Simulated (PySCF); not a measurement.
Gas-phase reaction: C₄H₁₀ (isobutane) + 2 CH₃ → 2 C₃H₈

Method: PySCF energies (xtb for GFN2) plus ideal-gas RRHO corrections (1 bar). Table values come from the NASA 1993 polynomials. † marks an energy on the PBE0/def2-TZVP geometry and frequencies; other levels use their own. 6-31G* has spherical d functions here. Open shells (unrestricted): CH₃ (multiplicity 2); the rest are closed-shell singlets. GFN2 has no spin-polarisation term. B3LYP is the form with VWN-RPA correlation. The harmonic model lacks anharmonicity and excited electronic states, which grow with temperature; levels with a mode under 35 cm⁻¹ are left out. Internal rotation in C₄H₁₀ (isobutane), C₃H₈ is treated as a harmonic vibration of one conformer, which makes the entropy rough.

log10 K (1 bar standard state):

```csv
T (K),table,B3LYP/6-31G*,B3LYP/def2-TZVP†,GFN2-xTB,HF/def2-TZVP†,PBE/def2-SVP
600,24.4,24.3,22.7,36.8,13.2,26.0
1200,8.1,7.8,7.2,14.1,2.4,8.8
1600,4.0,3.8,3.3,8.5,-0.3,4.5
2000,1.6,1.4,1.0,5.2,-1.8,2.0
2500,-0.3,-0.5,-0.8,2.5,-3.1,0.0
```
Ten kJ in ΔG° is worth 0.87 decades in K at 600 K and 0.21 at 2500 K.
